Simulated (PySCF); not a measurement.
Compound: C5H7N.
SMILES with atom numbers: `[CH2:1]=[CH:2][C:3](=[CH2:4])[N:5]=[CH2:6]` (hydrogens: H7, H8 on C1; H9 on C2; H10, H11 on C4; H12, H13 on C6)

Geometry (PBE0-D3(BJ)/def2-SVP, Å), atoms numbered from 1 in this order:
```
atom  x, y, z in Å
C1     2.131    0.336    0.445
C2     1.293   -0.174   -0.464
C3    -0.144   -0.369   -0.249
C4    -0.928   -0.967   -1.170
N5    -0.633    0.030    1.000
C6    -1.648    0.781    1.072
H7     1.770    0.629    1.434
H8     3.195    0.459    0.228
H9     1.665   -0.477   -1.448
H10   -1.986   -1.157   -0.978
H11   -0.503   -1.331   -2.107
H12   -2.053    1.049    2.058
H13   -2.159    1.190    0.179
```

The closed-shell ground state was solved at several levels (PySCF, density fitting, gas phase, non-relativistic).

| level | basis functions | HOMO (eV) | LUMO (eV) | gap (eV) | dipole (D) |
| --- | --- | --- | --- | --- | --- |
| B3LYP/pcJ-1 | 232 | -6.40 | -1.33 | 5.07 | 1.39 |
| wB97X-D/pcSseg-2 | 314 | -8.38 | 0.57 | 8.95 | 1.39 |
| PBE0/pcSseg-1 | 137 | -6.62 | -1.12 | 5.50 | 1.44 |

**Question.** Estimate the row for wB97X-D/def2-SVPD, a basis of 176 functions; the other rows only guide the guess.

**Answer.** HOMO -8.40 eV, LUMO 0.62 eV, gap 9.02 eV, dipole 1.40 D.

**Question.** Over all these levels, which gives the widest orbital gap and which the narrowest?

**Answer.** wB97X-D/def2-SVPD (range-separated hybrid) has the widest, 9.02 eV, and B3LYP/pcJ-1 (global hybrid, 20 % exact exchange) the narrowest, 5.07 eV. Functional and basis both differ between the two, so the spread mixes both effects.

**Question.** How far do the dipole and the HOMO energy spread over the levels?

**Answer.** The dipole runs from 1.39 to 1.44 D (mean 1.41 D) and the HOMO from -8.40 to -6.40 eV.

One conformer stands for the species.
